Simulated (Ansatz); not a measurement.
Input for Ansatz (development build ahead of 0.2.0):

```yaml
crystal:
  periodic: [false, false, false]
  atoms:
    - { symbol: B, position_ang: [-0.14103, 0.53631, 1.27184] }
    - { symbol: C, position_ang: [0.02587, -0.08496, -0.21363] }
    - { symbol: O, position_ang: [0.1396, -0.50797, -1.22521] }
    - { symbol: H, position_ang: [0.42885, 1.60292, 1.18931] }
    - { symbol: H, position_ang: [-1.34352, 0.60679, 1.40691] }
    - { symbol: H, position_ang: [0.40648, -0.28424, 1.97621] }
basis:
  gaussian: { orbitals: def2-SVP }
magnetization:
  spin_polarized: true
  initial_magnetization: 2
hamiltonian:
  xc: hf
output:
  forces: true
```

The input is written out in the form of the current development build from the run's settings.

Output:

- Converged: yes
- Total energy: -138.79683 hartree
- Spin squared of the determinant: 2.018
- Stability test: minimum

Forces (eV/Å):
```json
{"atom": "B1", "Fx": "7.627", "Fy": "-1.765", "Fz": "-4.022"}
{"atom": "C2", "Fx": "-1.284", "Fy": "3.909", "Fz": "9.341"}
{"atom": "O3", "Fx": "0.898", "Fy": "-3.649", "Fz": "-8.729"}
{"atom": "H4", "Fx": "-1.496", "Fy": "0.746", "Fz": "0.746"}
{"atom": "H5", "Fx": "-4.239", "Fy": "0.725", "Fz": "1.621"}
{"atom": "H6", "Fx": "-1.505", "Fy": "0.034", "Fz": "1.044"}
```

Caution: another spin multiplicity may lie lower; the determinant breaks the point group.
